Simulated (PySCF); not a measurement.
Species: ketene, C2H2O.
Atom-mapped SMILES: `[CH2:1]=[C:2]=[O:3]` (hydrogens: H4, H5 on C1)

Computed by this run: B3LYP/6-31+G* geometry optimisation, gas phase (PySCF); density fitting, grid level 1; the optimiser is geomeTRIC in internal coordinates, started from a GFN2-xTB structure.

Step 0: E = -4152.5426 eV
```
atom  x, y, z in Å  |  force x, y, z in eV/Å
C1     -0.5012    0.0153    0.1502   -1.521   0.043   0.468
C2      0.7305   -0.0205   -0.2268    0.680  -0.019  -0.206
O3      1.8412   -0.0528   -0.5664    1.113  -0.030  -0.345
H4     -1.1111   -0.8659    0.1355   -0.177  -0.452  -0.048
H5     -0.9508    0.9267    0.4904   -0.095   0.458   0.132
```

Problem. Estimate the geometry and energy of step 1. (The exact step hangs on the optimiser's Hessian estimate; all steps are aligned on step 0, rigid shifts and turns removed.)

Solution. E = -4152.5826 eV, largest force 0.208 eV/Å
```
atom  x, y, z in Å  |  force x, y, z in eV/Å
C1     -0.5199    0.0157    0.1558   -0.108   0.001   0.037
C2      0.7370   -0.0208   -0.2285    0.199  -0.005  -0.062
O3      1.8578   -0.0531   -0.5716   -0.065   0.004   0.017
H4     -1.1156   -0.8893    0.1316   -0.012   0.010   0.006
H5     -0.9508    0.9502    0.4956   -0.014  -0.009   0.002
```

The energy changes by -0.0400 eV. The first-order estimate −F·Δx gives -0.0791 eV and the mean of the old and new forces, exact on a quadratic surface, -0.0406 eV. The step makes an angle of 34° with the force vector and moves no atom by more than 0.024 Å.

What follows is the cost of the whole optimisation. Time: 2.0 s of wall time; peak memory 0.27 GiB. Hardware: an Arm Neoverse V2 with one thread, shared host with 96 logical CPUs at a one-minute load of 11.
